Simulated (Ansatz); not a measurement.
Geometry optimisation, RKS PBE0-D4/def2-SVP (Ansatz 0.2.0).

Input file:

```yaml
crystal:
  periodic: [false, false, false]
  atoms:
    - { symbol: Al, position_ang: [0.0, 0.0, 0.0] }
    - { symbol: O, position_ang: [1.2704, 0.0, 1.5187] }
    - { symbol: Si, position_ang: [-0.0443, -0.4067, 2.4823] }
    - { symbol: H, position_ang: [-0.9686, -1.2403, 1.7191] }
    - { symbol: H, position_ang: [0.4198, -1.1432, 3.6544] }
    - { symbol: H, position_ang: [-0.7283, 0.8095, 2.912] }
    - { symbol: H, position_ang: [1.7458, 0.0, 0.2228] }
    - { symbol: H, position_ang: [-1.351, 0.0, -0.78] }
basis:
  gaussian: { orbitals: def2-SVP }
hamiltonian:
  xc: pbe0
  dispersion: d4
relax:
  f_tol: 0.15
  max_steps: 25
  restrain:
    - { distance: [1, 6], at: 2.21, k: 30.0 }
    - { distance: [0, 1], at: 1.78, k: 30.0 }
    - { distance: [0, 6], at: 1.56, k: 30.0 }
```

Command:

```bash
$ ansatz run input.yaml --threads 1 --pin off --max-ram 2048MiB --backend cpu --events-out ev --progress --plain --runs-dir out
```

Problem. Where does it end, and by what steps?

Solution. The forces met the threshold. The restraints hold the end off the free minimum. After 9 steps the energy has fallen by 4.283 eV (the restraints' own energy left out); H4 moved furthest, 0.99 Å. Parted: Al1–Si3 (2.52 → 3.27 Å).

```tsv
step	energy less start (eV)	largest force component (eV/Å)	accepted
0	0.0000	3.412	yes
1	-1.2207	2.890	yes
2	-2.0903	2.623	yes
3	-3.0441	1.749	yes
4	-3.8632	1.478	yes
5	-4.0455	1.469	yes
6	-4.1992	1.444	yes
7	-4.2434	1.408	yes
8	-4.2713	1.382	yes
9	-4.2828	1.354	yes
```

```xyz
8
Properties=species:S:1:pos:R:3
Al 0.443 0.076 -0.382
O 0.499 -0.162 1.335
Si -0.261 -0.473 2.769
H -1.434 -1.387 2.579
H 0.688 -1.125 3.720
H -0.762 0.792 3.393
H 1.983 0.174 -0.351
H -0.813 0.124 -1.336
```

Time of the run: 28 s on 1 thread of Arm Neoverse V1, on a shared host, peak memory 0.16 GiB.
